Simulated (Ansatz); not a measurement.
# CH₅BSi: taking an electron away

One table from this session's results is given with a row withheld; the runs are named, their logs left out.

Computed with Ansatz 0.2.0, Gaussian basis. Level: unrestricted cation, the program's frozen cores in correlated methods.

The runs, in order: UKS PBE-D4/def2-TZVPP; UKS r2SCAN-D4/def2-TZVPP; UKS PBE0-D4/def2-TZVPP; UKS B3LYP-D4/def2-TZVPP; UKS wB97X-V/def2-TZVPP; UKS wB97M-V/def2-TZVPP; UKS B2PLYP/def2-TZVPP; UHF-CCSD(T)/def2-TZVPP; UHF-MP2/def2-QZVPP; extrapolation to the limit; then −ε(HOMO) from the neutral's earlier runs with LDA (SPW92), PBE-D4, revPBE-D4, BLYP-D4, r2SCAN-D4, B97M-V, PBE0-D4, B3LYP-D4, r2SCANh-D4, r2SCAN0-D4, HSE06-D4, BHLYP-D4, CAM-B3LYP-D4, LC-ωPBE, ωB97X-V, ωB97M-V.

## The relaxed structure

An earlier PBE0-D4 in a triple-zeta def2 set relaxation fixed the geometry.

SMILES `B1C[SiH2]1`, 8 atoms, charge 0, spin multiplicity 1.

Atoms are counted from 1 here; the program's logs count them from 0.

Bond lengths: B1–C2 1.486 Å, B1–Si3 1.903 Å, B1–H4 1.187 Å, C2–Si3 2.033 Å, C2–H5 1.093 Å, C2–H6 1.089 Å, Si3–H7 1.480 Å, Si3–H8 1.487 Å. Angles: C2–B1–Si3 72.5°, C2–B1–H4 132.1°, Si3–B1–H4 138.7°, B1–C2–Si3 63.3°, B1–C2–H5 124.0°, B1–C2–H6 123.2°, Si3–C2–H5 86.3°, Si3–C2–H6 139.0°, H5–C2–H6 110.8°, B1–Si3–C2 44.2°, B1–Si3–H7 126.1°, B1–Si3–H8 123.4°, C2–Si3–H7 102.1°, C2–Si3–H8 125.0°, H7–Si3–H8 110.5°.

Set-up of the first run:

The input, in.yaml:

```yaml
crystal:
  periodic: [false, false, false]
  atoms:
    - {symbol: B, position_ang: [-0.998469, 0.252625, -0.555360]}
    - {symbol: C, position_ang: [-0.030914, 0.878802, 0.382583]}
    - {symbol: Si, position_ang: [0.309829, -1.060048, -0.123600]}
    - {symbol: H, position_ang: [-1.560728, 0.669895, -1.513811]}
    - {symbol: H, position_ang: [0.110452, 0.559016, 1.418071]}
    - {symbol: H, position_ang: [0.408692, 1.860825, 0.217550]}
    - {symbol: H, position_ang: [0.502555, -1.696138, 1.198502]}
    - {symbol: H, position_ang: [1.350784, -1.522176, -1.079734]}
basis:
  gaussian: {orbitals: def2-TZVPP}
total_charge: 1
magnetization: {spin_polarized: true, initial_magnetization: 1}
hamiltonian: {xc: pbe, dispersion: d4}
```

Run with:

```console
> ansatz run in.yaml --threads 2 --pin off --events-out ev --progress --plain --max-ram 4352MiB
```

Among the steps run: Cation, UKS PBE-D4/def2-TZVPP; Cation, UKS r2SCAN-D4/def2-TZVPP; Cation, UKS PBE0-D4/def2-TZVPP; Cation, UKS B3LYP-D4/def2-TZVPP; Cation, UKS wB97X-V/def2-TZVPP; Cation, UKS wB97M-V/def2-TZVPP; Cation, UKS B2PLYP (frozen core)/def2-TZVPP; Cation, UHF-CCSD(T)/def2-TZVPP; Cation, UHF-MP2/def2-QZVPP.

One table of the session follows, with a row left open; its other results are not shown here.

Orbital estimates, from the neutral's runs:

| functional | −ε(HOMO) (eV) |
| --- | --- |
| LDA (SPW92) | 6.05 |
| PBE-D4 | 5.94 |
| revPBE-D4 | 5.89 |
| BLYP-D4 | ? |
| r2SCAN-D4 | 6.11 |
| B97M-V | 6.16 |
| PBE0-D4 | 6.95 |
| B3LYP-D4 | 6.75 |
| r2SCANh-D4 | 6.49 |
| r2SCAN0-D4 | 7.06 |
| HSE06-D4 | 6.55 |
| BHLYP-D4 | 7.81 |
| CAM-B3LYP-D4 | 8.19 |
| LC-ωPBE | 9.49 |
| ωB97X-V | 9.16 |
| ωB97M-V | 9.02 |

Estimate the missing values for BLYP-D4.

Worked estimate for «−ε(HOMO) (eV)». Against the share of exact exchange, B3LYP-D4 (0.2, 6.75), BHLYP-D4 (0.5, 7.81) give a slope of 3.53 per unit share; at 0 the line stands at 6.04.

**Answer.** −ε(HOMO) (eV): 5.78. In «−ε(HOMO) (eV)» the line misses by +0.26.
